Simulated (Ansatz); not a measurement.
Relaxation of BClH$_{4}$O (7 atoms, charge 0, multiplicity 1), to a largest force component of 0.03 eV/Å in at most 50 steps.

The calculation used RKS PBE0-D4/def2-SVP in Ansatz 0.2.0.

```xyz
7
Properties=species:S:1:pos:R:3:forces:R:3
B 0.047 0.333 0.061 -0.04 -0.25 1.15
Cl -0.060 0.626 1.859 0.06 -0.11 -1.04
H 1.128 0.422 -0.447 0.01 0.01 0.00
H -0.999 0.235 -0.521 -0.02 0.00 -0.02
O 0.182 -2.223 0.494 -0.14 0.66 0.68
H -0.697 -2.520 0.229 -0.01 0.01 0.01
H 0.048 -1.904 1.416 0.13 -0.32 -0.77
```

Task: Where does it end, and by what steps?

Result: The run converged. After 17 steps the energy has fallen by 0.570 eV; H6 moved furthest, 0.68 Å. Joined: B1–O5 (2.60 → 1.65 Å).

```tsv
step	energy less start (eV)	largest force component (eV/Å)	accepted
0	0.0000	1.145	yes
1	-0.1271	1.258	yes
2	-0.3250	1.554	yes
3	-0.4919	0.963	yes
4	-0.5356	0.262	yes
5	-0.5491	0.154	yes
6	-0.5523	0.159	yes
7	-0.5517	0.449	no
8	-0.5564	0.069	yes
9	-0.5589	0.084	yes
10	-0.5587	0.439	no
11	-0.5611	0.083	yes
12	-0.5642	0.075	yes
13	-0.5627	0.533	no
14	-0.5660	0.052	yes
15	-0.5680	0.043	yes
16	-0.5684	0.265	yes
17	-0.5702	0.018	yes
```

```xyz
7
Properties=species:S:1:pos:R:3
B 0.016 -0.099 0.133
Cl -0.381 0.514 1.826
H 1.152 0.134 -0.209
H -0.874 0.082 -0.667
O 0.013 -1.737 0.321
H -0.875 -1.990 0.618
H 0.599 -1.934 1.069
```

Whether the end is a true minimum wasn't checked by a vibrational analysis.

The run took 32 s on 1 thread of Arm Neoverse V2, on a shared host, peak memory 0.13 GiB.
